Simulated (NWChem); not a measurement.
System: SO, triplet; SMILES O=S

Here is an NWChem input.

```
start job
memory heap 200 mb stack 900 mb global 1100 mb
geometry units angstroms noautoz
  O      0.000000     0.000000    -0.995398
  S      0.000000     0.000000     0.506377
end
basis spherical
  * library aug-cc-pvdz
end
dft
  odft
  mult 3
  xc pbe0
  iterations 150
  mulliken
end
task dft energy
```

NWChem printed, in part:

```
             Northwest Computational Chemistry Package (NWChem) 7.3.0
             --------------------------------------------------------

 ORDER OF PRIMARY AXIS IS BEING SET TO 4
 C4V symmetry detected

                             Geometry "geometry" -> ""
                             -------------------------

 Output coordinates in angstroms (scale by  1.889725989 to convert to a.u.)

  No.       Tag          Charge          X              Y              Z
 ---- ---------------- ---------- -------------- -------------- --------------
    1 O                    8.0000     0.00000000     0.00000000    -1.00118333
    2 S                   16.0000     0.00000000     0.00000000     0.50059167

 Effective nuclear repulsion energy (a.u.)      45.1030865955

      Symmetry information
      --------------------

 Group name             C4v
 Group number             18
 Group order               8
 No. of unique centers     2

                                 NWChem DFT Module
                                 -----------------

 Summary of "ao basis" -> "ao basis" (spherical)
 ------------------------------------------------------------------------------
       Tag                 Description            Shells   Functions and Types
 ---------------- ------------------------------  ------  ---------------------
 O                        aug-cc-pvdz                9       23   4s3p2d
 S                        aug-cc-pvdz               11       27   5s4p2d

      Symmetry analysis of basis
      --------------------------

        a1         20
        a2          0
        b1          4
        b2          4
        e          22

            General Information
            -------------------
          SCF calculation type: DFT
          Wavefunction type:  spin polarized.
          No. of atoms     :     2
          No. of electrons :    24
           Alpha electrons :    13
            Beta electrons :    11
          Charge           :     0
          Spin multiplicity:     3
          Use of symmetry is: on ; symmetry adaption is: on
          Maximum number of iterations: 150
          AO basis - number of functions:    50
                     number of shells:    20
          Convergence on energy requested:  1.00D-06
          Convergence on density requested:  1.00D-05
          Convergence on gradient requested:  5.00D-04

              XC Information
              --------------
                         PBE0 Method XC Functional
                     Hartree-Fock (Exact) Exchange  0.250
          PerdewBurkeErnzerhof Exchange Functional  0.750
            Perdew 1991 LDA Correlation Functional  1.000 local
           PerdewBurkeErnz. Correlation Functional  1.000 non-local

             Grid Information
             ----------------
          Grid used for XC integration:  medium
          Radial quadrature: Mura-Knowles
          Angular quadrature: Lebedev.
          Tag              B.-S. Rad. Rad. Pts. Rad. Cut. Ang. Pts.
          ---              ---------- --------- --------- ---------
          O                   0.60       49          10.0       434
          S                   1.00       88           9.0       590
          Grid pruning is: on
          Number of quadrature shells:   137
          Spatial weights used:  Erf1

      Superposition of Atomic Density Guess
      -------------------------------------

 Sum of atomic energies:        -472.24564845

      Non-variational initial energy
      ------------------------------

 Total energy =    -472.389930
 1-e energy   =    -742.134639
 2-e energy   =     224.641623
 HOMO         =      -0.197178
 LUMO         =      -0.197178

 !!!!!!!!!!!!!!!!!!!!!!!!!!!!!!!!!!!!!!!!!!!!!!!!!!!!!!!!!!!!!!!!!!!!!!
 Warning - the HOMO and LUMO are degenerate and you are using symmetry.
 This can lead to non-variational energies and poor convergence.
 Modify the initial guess, or use an open-shell wavefunction, or turn
 off symmetry.
 !!!!!!!!!!!!!!!!!!!!!!!!!!!!!!!!!!!!!!!!!!!!!!!!!!!!!!!!!!!!!!!!!!!!!!

   Symmetry analysis of molecular orbitals - initial alpha
   -------------------------------------------------------

 !! scf_movecs_sym_adapt:    8 vectors were symmetry contaminated

  Symmetry fudging

 !! scf_movecs_sym_adapt:    8 vectors were symmetry contaminated

  Numbering of irreducible representations:

     1 a1          2 a2          3 b1          4 b2          5 e

  Orbital symmetries:

     1 a1          2 a1          3 a1          4 a1          5 e
     6 e           7 a1          8 a1          9 e          10 e
    11 a1         12 e          13 e          14 a1         15 a1
    16 e          17 e          18 a1         19 a1         20 e
    21 e          22 b1         23 b2

   Symmetry analysis of molecular orbitals - initial beta
   ------------------------------------------------------

 !! scf_movecs_sym_adapt:    8 vectors were symmetry contaminated

  Symmetry fudging

 !! scf_movecs_sym_adapt:    8 vectors were symmetry contaminated

  Numbering of irreducible representations:

     1 a1          2 a2          3 b1          4 b2          5 e

  Orbital symmetries:

     1 a1          2 a1          3 a1          4 a1          5 e
     6 e           7 a1          8 a1          9 e          10 e
    11 a1         12 e          13 e          14 a1         15 a1
    16 e          17 e          18 a1         19 a1         20 e
    21 e          22 b1         23 b2

     ---------------------------------------------
      Total Density - Mulliken Population Analysis
     ---------------------------------------------

    Atom       Charge   Shell Charges
 -----------   ------   -------------------------------------------------------
    1 O    8     8.82   2.00  0.89  1.02  0.07  2.86  1.89  0.05  0.01  0.03
    2 S   16    15.18   2.00  2.01  0.95  0.87  0.03  6.00  1.82  1.32  0.09  0.11 -0.02

     --------------------------------------------
      Spin Density - Mulliken Population Analysis
     --------------------------------------------

    Atom       Charge   Shell Charges
 -----------   ------   -------------------------------------------------------
    1 O    8     0.45   0.00  0.00  0.00  0.00  0.35  0.14 -0.04  0.00  0.00
    2 S   16     1.55   0.00  0.00  0.00  0.00  0.00  0.00  0.70  0.73  0.09  0.01  0.01

   convergence    iter        energy       DeltaE   RMS-Dens  Diis-err
 ---------------- ----- ----------------- --------- --------- ---------
 d= 0,ls=0.0,diis     1   -473.0948351336 -5.18D+02  9.81D-03  1.11D-01
                                                     1.15D-02  1.17D-01
 d= 0,ls=0.0,diis     2   -472.9221460590  1.73D-01  5.70D-03  5.50D-01
                                                     7.71D-03  4.99D-01
 d= 0,ls=0.0,diis     3   -473.1506349973 -2.28D-01  1.16D-03  9.99D-03
                                                     1.28D-03  1.28D-02
 d= 0,ls=0.0,diis     4   -473.1553683110 -4.73D-03  4.08D-04  8.24D-04
                                                     2.37D-04  2.98D-04
 d= 0,ls=0.0,diis     5   -473.1556661787 -2.98D-04  1.08D-04  3.73D-05
                                                     1.03D-04  7.91D-06
  Resetting Diis
 d= 0,ls=0.0,diis     6   -473.1556850962 -1.89D-05  4.90D-05  8.10D-06
                                                     1.58D-05  1.86D-06
 d= 0,ls=0.0,diis     7   -473.1556881989 -3.10D-06  1.15D-05  1.86D-07
                                                     2.76D-06  1.70D-08
 d= 0,ls=0.0,diis     8   -473.1556882329 -3.40D-08  2.77D-06  8.23D-08
                                                     6.42D-06  2.01D-07

         Total DFT energy =     -473.155688232913
      One electron energy =     -742.200112321192
           Coulomb energy =      257.929701130851
    Exchange-Corr. energy =      -33.988363638074
 Nuclear repulsion energy =       45.103086595503

 Numeric. integr. density =       23.999997876621

                  Occupations of the irreducible representations
                  ----------------------------------------------

                     irrep           alpha         beta
                     --------     --------     --------
                     a1                7.0          7.0
                     a2                0.0          0.0
                     b1                0.0          0.0
                     b2                0.0          0.0
                     e                 6.0          4.0

                    DFT Final Alpha Molecular Orbital Analysis
                    ------------------------------------------

 Vector   11  Occ=1.000000D+00  E=-4.773367D-01  Symmetry=a1
              MO Center=  3.4D-16,  2.9D-16, -3.6D-01, r^2= 1.7D+00
   Bfn.  Coefficient  Atom+Function         Bfn.  Coefficient  Atom+Function
  ----- ------------  ---------------      ----- ------------  ---------------
     7      0.496022  1 O  pz                34     -0.400981  2 S  pz
    10      0.260135  1 O  pz                27     -0.215494  2 S  s
     3     -0.193157  1 O  s                 37     -0.189837  2 S  pz
     2     -0.110378  1 O  s                 26     -0.101378  2 S  s
     4     -0.096805  1 O  s                 43      0.078126  2 S  d  0

 Vector   12  Occ=1.000000D+00  E=-2.838655D-01  Symmetry=e
              MO Center= -1.9D-15, -1.1D-14,  1.6D-01, r^2= 1.8D+00
   Bfn.  Coefficient  Atom+Function         Bfn.  Coefficient  Atom+Function
  ----- ------------  ---------------      ----- ------------  ---------------
    33      0.505124  2 S  py                36      0.469682  2 S  py
     6     -0.409070  1 O  py                 9     -0.298117  1 O  py
    32      0.104540  2 S  px                35      0.097205  2 S  px
    12     -0.095454  1 O  py                 5     -0.084661  1 O  px
    39      0.067422  2 S  py                42      0.062108  2 S  d -1

 Vector   13  Occ=1.000000D+00  E=-2.838655D-01  Symmetry=e
              MO Center= -1.5D-16, -8.0D-17,  1.6D-01, r^2= 1.8D+00
   Bfn.  Coefficient  Atom+Function         Bfn.  Coefficient  Atom+Function
  ----- ------------  ---------------      ----- ------------  ---------------
    32      0.505124  2 S  px                35      0.469682  2 S  px
     5     -0.409070  1 O  px                 8     -0.298117  1 O  px
    33     -0.104540  2 S  py                36     -0.097205  2 S  py
    11     -0.095454  1 O  px                 6      0.084661  1 O  py
    38      0.067422  2 S  px                44     -0.062108  2 S  d  1

 Vector   14  Occ=0.000000D+00  E=-8.920894D-03  Symmetry=a1
              MO Center=  2.6D-15,  1.0D-15,  4.4D-01, r^2= 5.4D+00
   Bfn.  Coefficient  Atom+Function         Bfn.  Coefficient  Atom+Function
  ----- ------------  ---------------      ----- ------------  ---------------
    40      0.824353  2 S  pz                 4      0.793658  1 O  s
    28     -0.745847  2 S  s                 37      0.541831  2 S  pz
     3      0.311992  1 O  s                 27     -0.309369  2 S  s
    34      0.251278  2 S  pz                 7      0.240100  1 O  pz
    10      0.239488  1 O  pz                13      0.177270  1 O  pz

 Vector   15  Occ=0.000000D+00  E= 3.182367D-02  Symmetry=a1
              MO Center=  6.4D-15,  9.1D-16,  1.1D+00, r^2= 7.3D+00
   Bfn.  Coefficient  Atom+Function         Bfn.  Coefficient  Atom+Function
  ----- ------------  ---------------      ----- ------------  ---------------
    28      2.421452  2 S  s                  4     -1.295981  1 O  s
    13     -0.587159  1 O  pz                37     -0.527309  2 S  pz
    27     -0.415819  2 S  s                 26     -0.194156  2 S  s
     3     -0.167389  1 O  s                 34     -0.077061  2 S  pz
     7      0.075999  1 O  pz                48      0.074108  2 S  d  0

 Vector   16  Occ=0.000000D+00  E= 5.873041D-02  Symmetry=e
              MO Center= -6.6D-15, -2.6D-15,  7.8D-01, r^2= 1.0D+01
   Bfn.  Coefficient  Atom+Function         Bfn.  Coefficient  Atom+Function
  ----- ------------  ---------------      ----- ------------  ---------------
    38      1.265974  2 S  px                35     -0.347898  2 S  px
    39      0.334423  2 S  py                11     -0.223739  1 O  px
    32     -0.189715  2 S  px                36     -0.091902  2 S  py
    12     -0.059104  1 O  py                33     -0.050116  2 S  py
     8      0.028482  1 O  px

                     DFT Final Beta Molecular Orbital Analysis
                     -----------------------------------------

 Vector    9  Occ=1.000000D+00  E=-4.426346D-01  Symmetry=a1
              MO Center=  5.7D-16,  3.2D-16, -2.3D-01, r^2= 1.8D+00
   Bfn.  Coefficient  Atom+Function         Bfn.  Coefficient  Atom+Function
  ----- ------------  ---------------      ----- ------------  ---------------
     7      0.469963  1 O  pz                34     -0.405927  2 S  pz
    27     -0.272044  2 S  s                 10      0.270540  1 O  pz
    37     -0.164896  2 S  pz                 3     -0.148077  1 O  s
    26     -0.134212  2 S  s                  2     -0.105582  1 O  s
     4     -0.068319  1 O  s                 43      0.060224  2 S  d  0

 Vector   10  Occ=1.000000D+00  E=-4.030455D-01  Symmetry=e
              MO Center=  3.9D-17, -4.3D-16, -4.6D-01, r^2= 1.2D+00
   Bfn.  Coefficient  Atom+Function         Bfn.  Coefficient  Atom+Function
  ----- ------------  ---------------      ----- ------------  ---------------
     6      0.364016  1 O  py                 5     -0.292055  1 O  px
    33      0.268317  2 S  py                 9      0.258601  1 O  py
    32     -0.215274  2 S  px                 8     -0.207478  1 O  px
    36      0.171139  2 S  py                35     -0.137307  2 S  px
    42     -0.058400  2 S  d -1              44     -0.046855  2 S  d  1

 Vector   11  Occ=1.000000D+00  E=-4.030455D-01  Symmetry=e
              MO Center=  1.1D-14,  9.1D-15, -4.6D-01, r^2= 1.2D+00
   Bfn.  Coefficient  Atom+Function         Bfn.  Coefficient  Atom+Function
  ----- ------------  ---------------      ----- ------------  ---------------
     5      0.364016  1 O  px                 6      0.292055  1 O  py
    32      0.268317  2 S  px                 8      0.258601  1 O  px
    33      0.215274  2 S  py                 9      0.207478  1 O  py
    35      0.171139  2 S  px                36      0.137307  2 S  py
    44      0.058400  2 S  d  1              42     -0.046855  2 S  d -1

 Vector   12  Occ=0.000000D+00  E=-1.244817D-01  Symmetry=e
              MO Center=  1.8D-15,  3.1D-15,  1.3D-01, r^2= 2.1D+00
   Bfn.  Coefficient  Atom+Function         Bfn.  Coefficient  Atom+Function
  ----- ------------  ---------------      ----- ------------  ---------------
    35      0.407409  2 S  px                32      0.378468  2 S  px
     5     -0.342224  1 O  px                36      0.274329  2 S  py
     8     -0.272137  1 O  px                33      0.254842  2 S  py
     6     -0.230437  1 O  py                 9     -0.183244  1 O  py
    11     -0.145767  1 O  px                38      0.143841  2 S  px

 Vector   13  Occ=0.000000D+00  E=-1.244817D-01  Symmetry=e
              MO Center= -1.7D-16, -4.6D-16,  1.3D-01, r^2= 2.1D+00
   Bfn.  Coefficient  Atom+Function         Bfn.  Coefficient  Atom+Function
  ----- ------------  ---------------      ----- ------------  ---------------
    36      0.407409  2 S  py                33      0.378468  2 S  py
     6     -0.342224  1 O  py                35     -0.274329  2 S  px
     9     -0.272137  1 O  py                32     -0.254842  2 S  px
     5      0.230437  1 O  px                 8      0.183244  1 O  px
    12     -0.145767  1 O  py                39      0.143841  2 S  py

[...]
```

Level: PBE0/aug-cc-pVDZ, spin-unrestricted. Geometry: optimised at PBE0/def2-SVP, spin-unrestricted. No stability test was run on the SCF state.
